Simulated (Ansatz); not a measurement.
# C₃H₃F₃: a ladder of functionals and wavefunction methods

One table from this session's results is given with a row withheld; the runs are named, their logs left out.

The runs use Ansatz 0.2.0, Gaussian basis; functionals in def2-TZVPP, the program's frozen cores in correlated methods.

The runs, in order: PBE-D4, r2SCAN-D4, PBE0-D4, B3LYP-D4, ωB97X-V, ωB97M-V, B2PLYP; CCSD(T)/def2-TZVPP; MP2/def2-QZVPP; extrapolation to the limit.

## Structure used throughout

All runs share one geometry, relaxed beforehand with PBE0-D4 in a triple-zeta def2 set.

SMILES `FCC=C(F)F`, 9 atoms, charge 0, spin multiplicity 1.

Atoms are counted from 1 here; the program's logs count them from 0.

Bond lengths: F1–C2 1.373 Å, C2–C3 1.488 Å, C2–H7 1.096 Å, C2–H8 1.097 Å, C3–C4 1.318 Å, C3–H9 1.083 Å, C4–F5 1.308 Å, C4–F6 1.318 Å. Angles: F1–C2–C3 112.8°, F1–C2–H7 107.9°, F1–C2–H8 107.9°, C3–C2–H7 110.0°, C3–C2–H8 110.2°, H7–C2–H8 107.9°, C2–C3–C4 127.6°, C2–C3–H9 116.6°, C4–C3–H9 115.8°, C3–C4–F5 127.2°, C3–C4–F6 123.1°, F5–C4–F6 109.7°.

The first run:

File in.yaml:

```yaml
crystal:
  periodic: [false, false, false]
  atoms:
    - {symbol: F, position_ang: [-1.029382, -1.196092, -0.990227]}
    - {symbol: C, position_ang: [-0.829099, -0.794028, 0.307483]}
    - {symbol: C, position_ang: [0.205015, 0.269212, 0.429747]}
    - {symbol: C, position_ang: [0.870798, 0.859004, -0.543014]}
    - {symbol: F, position_ang: [0.761787, 0.632209, -1.826243]}
    - {symbol: F, position_ang: [1.774004, 1.795231, -0.333313]}
    - {symbol: H, position_ang: [-0.532897, -1.673667, 0.891113]}
    - {symbol: H, position_ang: [-1.788348, -0.436578, 0.700776]}
    - {symbol: H, position_ang: [0.442121, 0.602308, 1.432578]}
basis:
  gaussian: {orbitals: def2-TZVPP}
hamiltonian: {xc: pbe, dispersion: d4}
output: {forces: true, orbitals: {seedname: orbitals}}
```

Steps of the session up to this table: PBE-D4 (GGA); r2SCAN-D4 (meta-GGA); PBE0-D4 (hybrid); B3LYP-D4 (hybrid); ωB97X-V (range-separated); ωB97M-V (range-separated); B2PLYP (double hybrid); CCSD(T) in def2-TZVPP; MP2 in def2-QZVPP.

One table of the session follows, with a row left open; its other results are not shown here.

| method | atomisation energy (eV) |
| --- | --- |
| PBE-D4 | 40.082 |
| r2SCAN-D4 | 38.651 |
| PBE0-D4 | 38.770 |
| B3LYP-D4 | 38.300 |
| ωB97X-V | 38.453 |
| ωB97M-V | 38.517 |
| B2PLYP | 37.997 |
| HF/def2-TZVPP | 26.953 |
| MP2/def2-TZVPP | 38.591 |
| CCSD/def2-TZVPP | 36.514 |
| CCSD(T)/def2-TZVPP | 37.267 |
| MP2/CBS | 39.591 |
| CCSD(T)/CBS | ? |

Estimate the missing values for CCSD(T)/CBS.

The run gave: atomisation energy (eV): 38.267. In the column «atomisation energy (eV)» it lies between B2PLYP (37.997) and B3LYP-D4 (38.300).

Caveats from the session: Free atoms (3 F, 3 C, 3 H) were run apart at each level; the atomisation energy is their sum less the molecule, without zero-point or spin-orbit terms.
